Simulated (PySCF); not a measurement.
Molecule: 1,1,1,2-tetrafluoroethane (SMILES FCC(F)(F)F).

Molfile (atoms numbered from 1):
```
C2H2F4
     RDKit          3D

  8  7  0  0  0  0  0  0  0  0999 V2000
   -0.8939   -1.2014   -0.9499 F   0  0  0  0  0  0  0  0  0  0  0  0
   -0.7011    0.0069   -0.3631 C   0  0  0  0  0  0  0  0  0  0  0  0
    0.6370    0.0308    0.3441 C   0  0  0  0  0  0  0  0  0  0  0  0
    0.7034   -0.8958    1.2956 F   0  0  0  0  0  0  0  0  0  0  0  0
    1.6437   -0.1754   -0.5012 F   0  0  0  0  0  0  0  0  0  0  0  0
    0.8075    1.2273    0.9134 F   0  0  0  0  0  0  0  0  0  0  0  0
   -1.4892    0.2011    0.3820 H   0  0  0  0  0  0  0  0  0  0  0  0
   -0.7075    0.8065   -1.1209 H   0  0  0  0  0  0  0  0  0  0  0  0
  1  2  1  0
  2  3  1  0
  3  4  1  0
  3  5  1  0
  3  6  1  0
  2  7  1  0
  2  8  1  0
M  END
```

Geometry PBE0-D3(BJ)/def2-SVP throughout; GIAO in PySCF 2.14, gas phase, one conformer, non-relativistic; equivalent atoms averaged; functional PBE0.

For orientation, def2-TZVP gives these shifts δ (against CFCl3, TMS at the same level): F4/F5/F6 -88.0, F1 -257.3, C3 130.1, C2 80.7, H7/H8 4.35 ppm.

A run gave: F4/F5/F6 -87.2, F1 -254.5, C3 129.0, C2 80.3, H7/H8 4.33 ppm (shifts δ (against CFCl3, TMS at the same level)).

Which basis set was used in that run?
A. cc-pVTZ
B. def2-SVP
C. 6-31G
D. pcSseg-2
E. cc-pVDZ

## Answers

A. C2 tells them apart best: cc-pVTZ gives 80.3, def2-SVP gives 76.6, cc-pVDZ gives 77.5, 6-31G gives 77.6, pcSseg-2 gives 82.7 ppm.
